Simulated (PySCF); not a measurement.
## SiClF

The system: SiClF, a silylene (divalent Si1, bonded to 1 Cl + 1 F); neutral, singlet. The structure was relaxed in the gas phase by PBE0-D3(BJ)/def2-SVP. No frequency run checks that it is a minimum.

SMILES: F[Si]Cl

```xyz
3

Si    0.216    0.376   -0.708
F     1.263    0.179    0.523
Cl   -1.441   -0.661    0.032
```
Atoms count from 1 in this order.

Shieldings: GIAO PBE0/pcSseg-2. Shifts are against computed references at the same level: Si TMS (σ 341.3 ppm). Core levels by delta-SCF with SCAN, pcX-2 on the ionised atom and pcseg-1 elsewhere, spin-free X2C (2p3/2 is the spin-free 2p value less a third of a first-order spin-orbit splitting); from the vacuum level, for chosen atoms.

(1) Give the NMR and core-level values of the distinct atoms.

(2) By CAM-B3LYP/def2-SVPD (TDDFT singlets, Tamm-Dancoff triplets, ionisation by delta-SCF), where does absorption start, and what does vertical ionisation take?

Answers

(1) 
| atoms | bonded to | σ (ppm) | δ (ppm) | core level (eV) |
| --- | --- | --- | --- | --- |
| Si1 | 1 Cl + 1 F | 198.4 | 142.8 | 2p3/2 109.67 |
| F2 | 1 Si | 105.0 | - | 1s 692.81 |
| Cl3 | 1 Si | 477.7 | - | 2p3/2 206.25 |

Values are those of this one static structure; atoms that internal rotation interchanges would show their mean in an NMR spectrum.

(2) The lowest singlet lies at 4.56 eV (f 0.062), the strongest of the first 6 at 7.69 eV (f 0.533), the lowest triplet at 2.73 eV; vertical ionisation takes 10.70 eV.
